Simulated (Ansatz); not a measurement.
# CHFLi+ (SMILES [Li][CH+]F): one structure at several levels

The atoms stand at a structure displaced at random from a GFN2-xTB minimum. How far do the functionals agree with CCSD(T) there?

Method: single points in def2-TZVPP; program: Ansatz 0.2.0, Gaussian basis.

Cores are frozen in the correlated methods. The outer core shell of Li, Na, Mg and K is correlated.

**1. The system as given**

SMILES `[Li][CH+]F`, 4 atoms, charge 1, spin multiplicity 1.

Atoms are counted from 1 here; the program's logs count them from 0.

Bond lengths: Li1–C2 2.246 Å, C2–F3 1.266 Å, C2–H4 1.150 Å. Angles: Li1–C2–F3 111.4°, Li1–C2–H4 139.6°, F3–C2–H4 109.0°.

Geometry (Å):

```xyz
4

Li    1.5268   -0.2114    1.3311
C    -0.1640   -0.1135   -0.1448
F    -0.4688    1.0840   -0.4180
H    -0.8485   -0.8196   -0.7412
```

**2. CCSD(T)/def2-TZVPP**

run/in.yaml reads:

```yaml
crystal:
  periodic: [false, false, false]
  atoms:
    - {symbol: Li, position_ang: [1.526800, -0.211400, 1.331100]}
    - {symbol: C, position_ang: [-0.164000, -0.113500, -0.144800]}
    - {symbol: F, position_ang: [-0.468800, 1.084000, -0.418000]}
    - {symbol: H, position_ang: [-0.848500, -0.819600, -0.741200]}
basis:
  gaussian: {orbitals: def2-TZVPP}
total_charge: 1
correlation: {method: ccsd_t}
output: {forces: true}
```

The command line of these runs was not kept.

**3. PBE0-D4/def2-TZVPP**

run/in.yaml: that of step 2 with these lines changed.

```diff
@@ -10,3 +10,3 @@
 total_charge: 1
-correlation: {method: ccsd_t}
-output: {forces: true}
+hamiltonian: {xc: pbe0, dispersion: d4}
+output: {forces: true, orbitals: {seedname: orbitals}}
```

**4. wB97M-V/def2-TZVPP**

run/in.yaml: that of step 3 with these lines changed.

```diff
@@ -10,3 +10,3 @@
 total_charge: 1
-hamiltonian: {xc: pbe0, dispersion: d4}
-output: {forces: true, orbitals: {seedname: orbitals}}
+hamiltonian: {xc: {name: wB97M-V}}
+output: {forces: true}
```

**5. r2SCAN-D4/def2-TZVPP**

run/in.yaml: that of step 4 with these lines changed.

```diff
@@ -10,3 +10,3 @@
 total_charge: 1
-hamiltonian: {xc: {name: wB97M-V}}
+hamiltonian: {xc: r2scan, dispersion: d4}
 output: {forces: true}
```

**6. PBE-D4/def2-TZVPP**

run/in.yaml: that of step 5 with these lines changed.

```diff
@@ -10,3 +10,3 @@
 total_charge: 1
-hamiltonian: {xc: r2scan, dispersion: d4}
+hamiltonian: {xc: pbe, dispersion: d4}
 output: {forces: true}
```

**7. r2SCANh-D4/def2-TZVPP**

run/in.yaml: that of step 6 with these lines changed.

```diff
@@ -10,3 +10,3 @@
 total_charge: 1
-hamiltonian: {xc: pbe, dispersion: d4}
+hamiltonian: {xc: {name: r2SCANh}, dispersion: d4}
 output: {forces: true}
```

**8. r2SCAN0-D4/def2-TZVPP**

run/in.yaml: that of step 7 with these lines changed.

```diff
@@ -10,3 +10,3 @@
 total_charge: 1
-hamiltonian: {xc: {name: r2SCANh}, dispersion: d4}
+hamiltonian: {xc: {name: r2SCAN0}, dispersion: d4}
 output: {forces: true}
```

(Steps that only read results are left out.)

Before running it: what results should come out? Wanted: energy less free atoms, CCSD(T)/def2-TZVPP; RMS force component; RMS force error; HOMO and LUMO, PBE0-D4; T1 diagnostic.

As calculated:

| quantity | value |
| --- | --- |
| energy less free atoms, CCSD(T)/def2-TZVPP | -111.8 kcal/mol |
| RMS force component | 0.479 to 0.653 eV/Å over the methods |
| RMS force error | PBE0-D4 0.228, wB97M-V 0.112, r2SCAN-D4 0.079, PBE-D4 0.198, r2SCANh-D4 0.148, r2SCAN0-D4 0.296 eV/Å |
| HOMO and LUMO, PBE0-D4 | -13.57 and -8.45 eV |
| T1 diagnostic | 0.017 |

Against CCSD(T) the functionals' energies less atoms differ by -14.4 to +4.2 kcal/mol, PBE-D4 by -14.4 kcal/mol. The reference is not at the basis limit: in triple zeta CCSD(T) underbinds, which counts against methods that bind more; the gaps are no ranking. The forces of r2SCAN-D4 come nearest to CCSD(T), those of r2SCAN0-D4 are farthest. Frozen-core CCSD(T) forces in triple zeta carry basis errors of their own, and this is one geometry, so small gaps rank nothing. The restricted Hartree–Fock reference is unstable towards an unrestricted one at one or more of these structures.
